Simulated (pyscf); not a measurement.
A first-order saddle from PySCF, ωB97X-D3(BJ)/def2-SVP:

```xyz
10

C     -0.5761    -0.3378     1.4562
Zr     0.0094    -0.0806    -0.7250
Cl     1.3644    -1.9745    -0.6337
Cl    -1.5576    -0.7211    -2.3312
Cl     1.5846     1.5694    -1.2136
H     -1.2212     0.1924     2.1797
H     -0.9528    -1.3774     1.4245
H      0.4299    -0.3652     1.9154
Cl    -1.6996     1.9862    -0.1632
H     -1.3623     1.0626     0.7898
```

Surface: singlet, charge 0. Lowest wavenumbers (cm⁻¹): 295i, 60, 78, 118, 122.

Question: What reaction is this the transition state of?

Answer: `[CH3][Zr]([Cl])([Cl])[Cl]` + `[ClH]` ⇌ `[CH4]` + `[Cl][Zr]([Cl])([Cl])[Cl]`, a four-centre exchange read from left to right: C–Zr, Cl–H broken and C–H, Cl–Zr formed. At ωB97M-D3(BJ)/def2-TZVP it lies +18.1 kJ/mol from the left side and +216.1 kJ/mol from the right (each side as separated species at their lowest minima found). On the reactant side the descent ends in an adduct with a Cl–Zr contact (not fully relaxed), 26.3 kJ/mol under the separated species and 26.5 kJ/mol under the saddle at ωB97X-D3(BJ)/def2-TZVP. What is counted as formed (Cl–Zr) is already present as a longer contact in the reactant adduct; forming that adduct is a step of its own. At ωB97X-D3(BJ)/def2-TZVP the barrier from the zero used here is 0.2 kJ/mol. This is the saddle that the search found; another between the same sides may lie lower. Elements past Kr carry the def2 core potentials, without spin-orbit coupling.
